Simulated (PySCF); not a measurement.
**Cost of excited-state runs on 1-pentanethiol (C(C)CCCS, C₅H₁₂S)**

Cartesian coordinates in Å; atom numbers follow the order of the lines, from 1:
```xyz
18

C    -2.845    0.273    0.239
C    -1.462    0.611   -0.294
C    -0.380   -0.349    0.182
C     1.007   -0.011   -0.350
C     2.080   -0.967    0.142
S     3.741   -0.647   -0.526
H    -3.605    0.983   -0.122
H    -2.866    0.295    1.340
H    -3.159   -0.736   -0.075
H    -1.190    1.639    0.003
H    -1.480    0.616   -1.398
H    -0.360   -0.357    1.287
H    -0.646   -1.378   -0.119
H     1.002   -0.014   -1.453
H     1.274    1.019   -0.053
H     1.855   -1.997   -0.179
H     2.123   -0.985    1.242
H     3.891    0.581    0.016
```

PySCF with density fitting, on 1 thread of an Intel Xeon Platinum 8259CL, shared host. Command: `OMP_NUM_THREADS=1 python excited_run.py task.json out`

Question: How long does each of these runs take, and how much memory?
- first hyperpolarisability, CAM-B3LYP/aug-cc-pVDZ; usual settings
- excited states, CAM-B3LYP/def2-TZVP; Tamm-Dancoff; spin-orbit couplings; 6 states; 5 triplets; quadratic response for 4 states; IEF-PCM water
- excited states, CAM-B3LYP/def2-TZVP; Tamm-Dancoff; spin-orbit couplings; 6 states; 5 triplets; quadratic response for 4 states
- excited states, CAM-B3LYP/aug-cc-pVDZ; two-photon moments; 8 states; quadratic response for 6 states; 0 triplets

Answer: 
| run | level | basis functions | wall time | peak memory (GiB) |
| --- | --- | --- | --- | --- |
| first hyperpolarisability | CAM-B3LYP/aug-cc-pVDZ | 250 | 76 s | 1 |
| excited states | CAM-B3LYP/def2-TZVP | 264 | 100 s | 1.2 |
| excited states | CAM-B3LYP/def2-TZVP | 264 | 86 s | 1.1 |
| excited states | CAM-B3LYP/aug-cc-pVDZ | 250 | 91 s | 1.1 |

Times from a shared host are rough.
